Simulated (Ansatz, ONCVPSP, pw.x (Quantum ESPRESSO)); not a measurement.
**What a changed setting does to a pw.x run (bcc W)**

Potential: optimised norm-conserving Vanderbilt (ONCV), ONCVPSP 4.0.1.1 (patched build), PBEsol; core [Kr] 4d10 4f14, reference 5s2 5p6 5d4 6s2; waves: 5s+6s: rc 1.90 bohr, ncon 4, nbas 8, qcut 5.1 1/bohr, 2 projectors; 5p: rc 2.05 bohr, ncon 4, nbas 7, qcut 6.3 1/bohr, 2 projectors, debl 3.6 Ha; 5d: rc 1.90 bohr, ncon 3, nbas 8, qcut 7.4 1/bohr, local; local part: the d channel; core correction: Teter function, fcfact 4.5, rcfact 1.4.

The reference run (k-mesh 15³, cutoffs 50/200 Ry, Fermi–Dirac 0.01 Ry, mixing_beta 0.4, conv_thr 1e-9, no spin) gives -3.89 GPa at 15.687 Å³/atom, where all-electron LAPW gives 0.22 GPa. This run, with its own iteration cap, changes diagonalization to rmm-davidson.

```
&control
  calculation='scf', prefix='x', pseudo_dir='./', outdir='./tmp', tstress=.true., disk_io='none'
/
&system
  ibrav=0, nat=1, ntyp=1, ecutwfc=50, ecutrho=200, nbnd=15,
  occupations='smearing', smearing='fd', degauss=0.01
/
&electrons
  conv_thr=1e-09, mixing_beta=0.4, electron_maxstep=60, diagonalization='rmm-davidson'
/
ATOMIC_SPECIES
W 1.0 W.UPF
CELL_PARAMETERS angstrom
  -1.57698163 1.57698163 1.57698163
  1.57698163 -1.57698163 1.57698163
  1.57698163 1.57698163 -1.57698163
ATOMIC_POSITIONS crystal
W 0.0000 0.0000 0.0000
K_POINTS automatic
15 15 15 0 0 0
```

```bash
pw.x < W.scf.in > W.scf.out
```

Q: How does the run end?

A: It converges in 9 iterations; the free energy moves by +0.0 meV/atom and the pressure by +0.01 GPa. The result is that of the reference run.

```
Message from routine setup:
     using ibrav=0 with symmetry is DISCOURAGED, use correct ibrav instead
     lattice parameter (alat)  =       5.1616  a.u.
     unit-cell volume          =     105.8611 (a.u.)^3
     number of electrons       =        14.00
     number of Kohn-Sham states=           15
     kinetic-energy cutoff     =      50.0000  Ry
     charge density cutoff     =     200.0000  Ry
     scf convergence threshold =      1.0E-09
     Exchange-correlation= PBESOL
     number of k points=   120  Fermi-Dirac smearing, width (Ry)=  0.0100
     iteration #  1     ecut=    50.00 Ry     beta= 0.40
     total energy              =    -151.31295617 Ry
     estimated scf accuracy    <       0.04059428 Ry
     iteration #  2     ecut=    50.00 Ry     beta= 0.40
     total energy              =    -151.31342003 Ry
     estimated scf accuracy    <       0.00616265 Ry
     iteration #  3     ecut=    50.00 Ry     beta= 0.40
     total energy              =    -151.31413411 Ry
     estimated scf accuracy    <       0.00038343 Ry
     [... 3 iterations left out ...]
     iteration #  7     ecut=    50.00 Ry     beta= 0.40
     total energy              =    -151.31415534 Ry
     estimated scf accuracy    <          2.4E-09 Ry
     iteration #  8     ecut=    50.00 Ry     beta= 0.40
     total energy              =    -151.31415534 Ry
     estimated scf accuracy    <       0.00000001 Ry
     iteration #  9     ecut=    50.00 Ry     beta= 0.40
     the Fermi energy is    22.2896 ev
!    total energy              =    -151.31415534 Ry
     estimated scf accuracy    <          1.1E-11 Ry
     smearing contrib. (-TS)   =      -0.00217073 Ry
     The total energy is F=E-TS. E is the sum of the following terms:
     one-electron contribution =     -17.18446623 Ry
     hartree contribution      =      16.97835456 Ry
     xc contribution           =     -31.42892908 Ry
     ewald contribution        =    -119.67694386 Ry
     convergence has been achieved in   9 iterations
          total   stress  (Ry/bohr**3)                   (kbar)     P=      -38.83
     Message from routine punch:
     Nothing written, as per user request (disk_io='none')
```

The run took about 11 s on one core of a shared host (Intel(R) Xeon(R) 6975P-C, 192 threads, 756 GiB, load 162).
